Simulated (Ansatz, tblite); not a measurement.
# The cluster Al₃−: removing an electron

What does removing an electron cost or gain for the cluster Al₃−? Each charged state is run at several levels.

Method: as each input shows; program: Ansatz 0.2.0, Gaussian basis.

The runs, in order: charge 0 doublet, at the geometry of the singlet (PBE0-D4/def2-TZVPD, PBE-D4/def2-TZVPD, r2SCAN-D4/def2-TZVPD, CCSD(T)/def2-TZVPPD); the starting singlet's energies come from earlier runs.

1 further run of the same task is left out (set aside as unsound or not needed). Runs told in other sessions of the task aren't counted.

## (1) The geometry

The geometry is that of the singlet, from an earlier relaxation (r2SCAN-D4/def2-TZVPD). At that level it is the lowest of the isomers that a small search found.

3 atoms, charge -1, spin multiplicity 1.

Atoms are counted from 1 here; the program's logs count them from 0.

Bond lengths: Al1–Al2 2.497 Å, Al1–Al3 2.493 Å, Al2–Al3 2.496 Å. Angles: Al2–Al1–Al3 60.0°, Al1–Al2–Al3 59.9°, Al1–Al3–Al2 60.1°.

The ion is computed in the gas phase, without counter-ions or solvent.

## (2) Charge 0 doublet at the fixed geometry, PBE0-D4/def2-TZVPD

Input file in.yaml:

```yaml
crystal:
  periodic: [false, false, false]
  atoms:
    - {symbol: Al, position_ang: [-0.059248, -0.027632, 0.036290]}
    - {symbol: Al, position_ang: [1.704852, -1.303219, -1.186340]}
    - {symbol: Al, position_ang: [1.806897, 1.188251, -1.083351]}
basis:
  gaussian: {orbitals: def2-TZVPD}
magnetization: {spin_polarized: true, initial_magnetization: 1}
hamiltonian: {xc: pbe0, dispersion: d4}
output: {orbitals: {seedname: orbitals}}
```

The run is started by

```console
ansatz run in.yaml --threads 4 --pin off --events-out ev --progress --plain --max-ram 3916MiB
```

Log:

```text
Functional definition: PBE0
  name "PBE0"
  cite "Adamo & Barone, J. Chem. Phys. 110, 6158 (1999) doi:10.1063/1.478522"
  cite "Perdew, Burke & Ernzerhof, Phys. Rev. Lett. 77, 3865 (1996) doi:10.1103/PhysRevLett.77.3865"
  parent pbe
  parameter a = 0.25
  parameter kappa = 0.804
  parameter beta = 0.06672455060314922
  exchange = (1 - a)*pbe_x(kappa = kappa, mu = beta*pi^2/3) + a*exact_x
  correlation = pbe_c(beta = beta)
882 factors; their error is unknown
mean field evaluation 1: about -19778.0626 eV, gradient 1.3e1 eV
mean field evaluation 2: about -19777.8026 eV, gradient 1.4e1 eV
mean field evaluation 4: about -19779.6134 eV, gradient 3.8e-1 eV
mean field evaluation 8: about -19779.6591 eV, gradient 5.5e-2 eV
mean field evaluation 16: about -19779.6592 eV, gradient 7.7e-5 eV
mean field evaluation 32: about -19779.2782 eV, gradient 2.9e0 eV
mean field -19779.65924110 eV, -726.8890699758 hartree, gradient 7.6e-6 eV, S^2 0.806382; 4 other end points of the search recorded, 0 dependent functions left out
reference -19779.65926451 eV, -726.8890708361 hartree; 20, 19 occupied and 109, 110 virtual orbitals, 882 factors
Total energy: -19779.75460556 eV, -726.8925745551 hartree
```

Run time: 6.5 s. Hardware: 4 threads of Arm Neoverse V2, shared host.

HOMO -4.96 eV, LUMO -2.97 eV (over both spins); ⟨S²⟩ 0.806 (pure: 0.75).

## (3) Charge 0 doublet at the fixed geometry, PBE-D4/def2-TZVPD

start.molden holds the orbitals of an earlier run on this state, given as this run's starting guess.

in.yaml, as its differences from that of step 2:

```diff
@@ -7,5 +7,6 @@
 basis:
-  gaussian: {orbitals: def2-TZVPD}
+  gaussian: {orbitals: def2-TZVPD, initial_orbitals: start.molden}
 magnetization: {spin_polarized: true, initial_magnetization: 1}
-hamiltonian: {xc: pbe0, dispersion: d4}
+hamiltonian: {xc: pbe, dispersion: d4}
+scf: {omitted_lower_state_checks: [starts]}
 output: {orbitals: {seedname: orbitals}}
```

Launched as before.

Log:

```text
Functional definition: PBE
  name "PBE"
  cite "Perdew, Burke & Ernzerhof, Phys. Rev. Lett. 77, 3865 (1996) doi:10.1103/PhysRevLett.77.3865"
  parent pbe
  parameter kappa = 0.804
  parameter beta = 0.06672455060314922
  exchange = pbe_x(kappa = kappa, mu = beta*pi^2/3)
  correlation = pbe_c(beta = beta)
these checks for a lower state are left out or cut short: starts
792 factors; their error is unknown
mean field evaluation 1: about -19778.1255 eV, gradient 7.3e0 eV
mean field evaluation 2: about -19778.1959 eV, gradient 1.4e-1 eV
mean field evaluation 4: about -19778.1959 eV, gradient 4.4e-3 eV
mean field evaluation 8: about -19778.1959 eV, gradient 9.4e-6 eV
mean field -19778.19587754 eV, -726.8352923570 hartree, gradient 9.4e-6 eV, S^2 0.772236; 0 other end points of the search recorded, 0 dependent functions left out
reference -19778.19590934 eV, -726.8352935256 hartree; 20, 19 occupied and 109, 110 virtual orbitals, 792 factors
Total energy: -19778.30879707 eV, -726.8394420731 hartree
Checks for a lower state left out: starts
```

Wall time 1.9 s (4 threads of Arm Neoverse V2, shared host).

HOMO -4.26 eV, LUMO -3.68 eV (over both spins); ⟨S²⟩ 0.772 (pure: 0.75).

## (4) Charge 0 doublet at the fixed geometry, r2SCAN-D4/def2-TZVPD

in.yaml, as its differences from that of step 3:

```diff
@@ -9,3 +9,3 @@
 magnetization: {spin_polarized: true, initial_magnetization: 1}
-hamiltonian: {xc: pbe, dispersion: d4}
+hamiltonian: {xc: r2scan, dispersion: d4}
 scf: {omitted_lower_state_checks: [starts]}
```

Launched as before.

Log (excerpt; [...] marks lines left out):

```text
Functional definition: r2SCAN
  name "r2SCAN"
  cite "Furness, Kaplan, Ning, Perdew & Sun, J. Phys. Chem. Lett. 11, 8208 (2020) doi:10.1021/acs.jpclett.0c02405"
  cite "Furness, Kaplan, Ning, Perdew & Sun, J. Phys. Chem. Lett. 11, 9248 (2020) doi:10.1021/acs.jpclett.0c03077"
  parent r2scan
[...]
792 factors; their error is unknown
[...]
mean field -19786.65075307 eV, -727.1460033016 hartree, gradient 7.2e-6 eV, S^2 0.886386; 2 other end points of the search recorded, 0 dependent functions left out
reference -19786.65076754 eV, -727.1460038335 hartree; 20, 19 occupied and 109, 110 virtual orbitals, 792 factors
Total energy: -19786.66965354 eV, -727.1466978812 hartree
Checks for a lower state left out: starts
```

Wall time 22 s (4 threads of Arm Neoverse V2, shared host).

HOMO -4.46 eV, LUMO -3.52 eV (over both spins); ⟨S²⟩ 0.886 (pure: 0.75).

## (5) Charge 0 doublet at the fixed geometry, CCSD(T)/def2-TZVPPD

Input file in.yaml:

```yaml
crystal:
  periodic: [false, false, false]
  atoms:
    - {symbol: Al, position_ang: [-0.059248, -0.027632, 0.036290]}
    - {symbol: Al, position_ang: [1.704852, -1.303219, -1.186340]}
    - {symbol: Al, position_ang: [1.806897, 1.188251, -1.083351]}
basis:
  gaussian: {orbitals: "def2-TZVPPD.json", initial_orbitals: start.molden}
magnetization: {spin_polarized: true, initial_magnetization: 1}
correlation: {method: ccsd_t}
scf: {omitted_lower_state_checks: [starts, cluster_reference]}
output: {orbitals: {seedname: orbitals}}
```

The command is unchanged.

Log (excerpt; [...] marks lines left out):

```text
Functional definition: HF
  name "HF"
  cite "Fock, Z. Phys. 61, 126 (1930) doi:10.1007/BF01340294"
  parent pbe
[...]
844 factors; integrals over basis functions are off by at most 8.8e-4 eV
[...]
mean field -19746.87680151 eV, -725.6843375417 hartree, gradient 2.4e-6 eV, S^2 1.904840; 2 other end points of the search recorded, 0 dependent functions left out
15 core orbitals not correlated: weight in the atoms' cores, before any rotation towards them, 1.000 or more for the frozen orbitals, at most 0.000 for the correlated occupied ones
reference -19746.87680151 eV, -725.6843375417 hartree; 5, 4 occupied and 124, 125 virtual orbitals, 844 factors
second order -4.31953019 eV of doubles, -0.00000000 eV of singles
cycle   1  -4.81293323 eV  change   -4.9e-1 eV  update   1.4e-1
[...]
cycle  26  -5.61183449 eV  change    4.9e-6 eV  update   6.6e-6
perturbative correction -0.59585005 eV, -0.0218970856 hartree
Total energy: -19753.08448605 eV, -725.9124657408 hartree
Checks for a lower state left out: starts, cluster_reference
```

Run time: 14 s. Hardware: 4 threads of Arm Neoverse V2, shared host; peak memory 1.4 GiB.

Report: Hartree-Fock HOMO -6.68 eV, LUMO -0.13 eV (over both spins); ⟨S²⟩ 1.905 (pure: 0.75); T1 0.162; the next solution that the search met lies 0.003 eV higher. Doubts: large T1 diagnostic, spin contamination.

## (6) Vertical ionisation energy

Charged state less starting state, singlet to doublet; the starting state's energies are those of its earlier runs.

```tsv
level	vertical ionisation energy (eV)	time
HF/def2-TZVPPD†	+0.49	
PBE-D4/def2-TZVPD	+1.68	2.7 s
r2SCAN-D4/def2-TZVPD	+1.64	24 s
PBE0-D4/def2-TZVPD	+1.66	7.9 s
MP2/def2-TZVPPD†	+2.57	
CCSD/def2-TZVPPD†	+1.76	
CCSD(T)/def2-TZVPPD†	+1.88	18 s
```

Times add the two runs; a level without a time comes out of a correlated run. † marks a level with a doubtful state (flagged, unstable, out of aufbau order, or strongly spin-contaminated); such levels are left out of the summary. CCSD(T)/def2-TZVPPD is no safe reference here (large T1 diagnostic, spin contamination).

Beside −ε(HOMO) of the starting state:

```tsv
level	−ε(HOMO) (eV)	by difference (eV)	mismatch (eV)
PBE-D4/def2-TZVPD	-0.29	1.68	-1.97
r2SCAN-D4/def2-TZVPD	-0.17	1.64	-1.81
PBE0-D4/def2-TZVPD	0.34	1.66	-1.31
```

## (7) What came out

```
                                             quantity                                 value
vertical ionisation energy, functionals in def2-TZVPD  1.64 (r2SCAN-D4) to 1.68 eV (PBE-D4)
```

What this shows: The vertical ionisation energy spans 1.64 to 1.68 eV over the functionals. −ε(HOMO) misses the level's own difference by -1.31 eV at best (PBE0-D4) and -1.97 eV at worst (PBE-D4).

The anion's highest level is positive in at least one run, so there the basis alone may hold the extra electron.
